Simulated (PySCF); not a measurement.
B3LYP has the VWN-RPA correlation part, as in Gaussian. Excitations are Tamm–Dancoff values on a coarser integration grid. The basis has no diffuse functions, so Rydberg states are missing or too high.

Cartesian coordinates (Å):
```xyz
13

C     -1.0854     1.1749     0.2316
C     -0.0905     0.1509    -0.1938
C     -0.2696    -1.2888    -0.5591
C      0.6648    -0.8876     0.5393
C      1.4052     0.1868    -0.1941
H     -1.9617     0.7017     0.6814
H     -1.4295     1.7753    -0.6144
H     -0.6513     1.8560     0.9676
H     -1.2091    -1.7447    -0.2620
H      0.1381    -1.6738    -1.4935
H      0.6640    -1.1453     1.5851
H      1.9612    -0.0677    -1.0962
H      1.8657     0.9640     0.4081
```
Charge 0, multiplicity 1.

Q: What dipole moment, S1 excitation (TDA), S1 oscillator strength, T1 excitation (TDA), LUMO, brightest of the four lowest singlets (TDA), S1–T1 gap (TDA) and HOMO does B3LYP-D3(BJ)/def2-TZVP run with PySCF give?

A: 
- dipole moment: 0.82 D
- S1 excitation (TDA): 6.71 eV
- S1 oscillator strength: 0.019
- T1 excitation (TDA): 6.48 eV
- LUMO: 1.13 eV
- brightest of the four lowest singlets (TDA): 7.71 eV
- S1–T1 gap (TDA): 0.23 eV
- HOMO: -6.54 eV
